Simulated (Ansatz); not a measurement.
**C3H4N (charge -1): rigid scan of one bond length from a Python script**

How does the energy of C3H4N (charge -1) change as one bond is stretched? The task is a rigid scan of one bond length, for C3H4N (charge -1).

Computed with Ansatz 0.2.0, driven from Python. Level of theory: B3LYP/def2-SVP.

## Step 1: Starting point

Bond lengths: C1–C2 1.486 Å, C2–C3 1.415 Å, C3–N4 1.159 Å, C1–H5 1.094 Å, C1–H6 1.094 Å, C1–H7 1.094 Å, C2–H8 1.083 Å. Angles: C1–C2–C3 122.4°, C1–C2–H8 119.4°, C3–C2–H8 118.2°, C2–C1–H5 110.0°, C2–C1–H6 110.0°, C2–C1–H7 111.9°, H5–C1–H6 108.3°, H5–C1–H7 108.3°, H6–C1–H7 108.3°, C2–C3–N4 179.9°.

No structure file is read: the coordinates are typed or built in the script.

## Step 2: Script

The input, run_scan.py:

```python
"""Potential curve of C3H4N(-) along one bond."""

import ansatz as az
import numpy as np

GEOMETRY = """
C    -0.95920    0.19560    0.02400
C     0.35580   -0.46340    0.23430
C     1.56230    0.06880   -0.28000
N     2.55120    0.50270   -0.70020
H    -1.41000    0.44770    0.98840
H    -1.63670   -0.48150   -0.50480
H    -0.86680    1.11510   -0.56230
H     0.40350   -1.38500    0.80050
"""

mol = az.Crystal.molecule()
for line in GEOMETRY.strip().splitlines():
    symbol, *xyz = line.split()
    mol = mol.atom(symbol, [float(v) for v in xyz])

symbols = [site.symbol for site in mol.cartesian_sites]
start = np.array([site.position_ang for site in mol.cartesian_sites])
axis = (start[7] - start[1]) / np.linalg.norm(start[7] - start[1])
moving = [7]
lengths, energies = [0.953, 0.996, 1.039, 1.083, 1.126, 1.169, 1.213, 1.278], []
for length in lengths:
    xyz = start.copy()
    xyz[moving] += (length - np.linalg.norm(start[7] - start[1])) * axis
    point = az.Crystal.molecule()
    for symbol, place in zip(symbols, xyz):
        point = point.atom(symbol, place.tolist())
    model = point.calculation()
    model = model.basis(gaussian="def2-SVP").functional("B3LYP")
    model = model.charge(-1)
    data = model.run(threads=1).report
    energies.append(data["free_energy_ev"])
    print(f"r = {length:6.3f} A  E = {energies[-1]:.5f} eV  <S^2> = {abs(data['mean_field']['state']['spin_squared']):.3f}")

# quartic fit about the minimum
fit = np.polynomial.Polynomial.fit(lengths, np.array(energies) - min(energies), 4).convert()
roots = [r.real for r in fit.deriv().roots() if abs(r.imag) < 1e-9 and fit.deriv(2)(r.real) > 0]
r_e = min(roots, key=lambda r: abs(r - lengths[int(np.argmin(energies))]))
print(f"minimum of the fit at {r_e:.4f} A, force constant {fit.deriv(2)(r_e):.2f} eV/A^2")
```

## Step 3: Running it

Command:

```
python run_scan.py
```

**Question.** What results will this script give? Wanted: range of energy; lowest point, distance.

**Answer**, as computed:

```
                        quantity     value
bond length at the fit's minimum  1.0959 Å
                   runs compared         8
                 range of energy  0.458 eV
      lowest point, distance (Å)      1.08
```

What this shows: The curve has its lowest point inside the range, at 1.08. The ends stand 0.458 and 0.391 eV above it. The distance scanned is the script's pair 1, 7. Reading the output:
- The rest of the molecule is held rigid at a force-field or estimated start geometry, and the basis set is modest; single-reference methods fail as a bond breaks.
- b3lyp holds the VWN-RPA fit, as in Gaussian; the form of ORCA and Turbomole is b3lyp5.
- The orbitals are restricted, so S² is zero by construction.
- Anions want diffuse functions, which this basis lacks.
